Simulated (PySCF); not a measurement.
Reproducing measurements on formaldehyde

**Measured values to compare with.**

NIST CCCBDB Release 22 (SRD 101), experimental dipoles lists, for the gas: dipole moment (microwave Stark effect, vibrational ground state) 2.332 D.

The results are set against them at the end.

Formaldehyde, CH2O.
Atom-mapped SMILES: `[CH2:1]=[O:2]` (hydrogens: H3, H4 on C1)

Cartesian coordinates in Å at the PBE/6-31+G* level; atoms count from 1:
```xyz
4
CH2O angstrom
C      0.0594   -0.0001   -0.0157
O      1.2581   -0.2167   -0.0250
H     -0.6920   -0.8300   -0.0060
H     -0.3561    1.0396   -0.0163
```

Runs made with PySCF (gas phase, on this PBE/6-31+G* geometry; no spin–orbit coupling):

| level | job | basis functions | wall time |
| --- | --- | --- | --- |
| PBE/6-31+G*, grid level 1 | geometry optimisation from a GFN2-xTB start | 40 | 1.6 s |

Hardware: one thread, Arm Neoverse V2 (aarch64), no GPU, on a shared host.

All basis functions are spherical.

Results beside the measurements:

**Dipole moment.** Measured: 2.332 D (NIST CCCBDB Release 22 (SRD 101), experimental dipoles).

```tsv
level	computed (D)	computed − measured (D)	% (from the printed values)
PBE/6-31+G*	2.363	+0.031	+1
```

The computed dipoles belong to one fixed geometry; measured ones are averaged over vibrations unless marked μe. Magnitudes are compared, not signs.

No measured geometry was used, and the causes of the misses weren't examined.
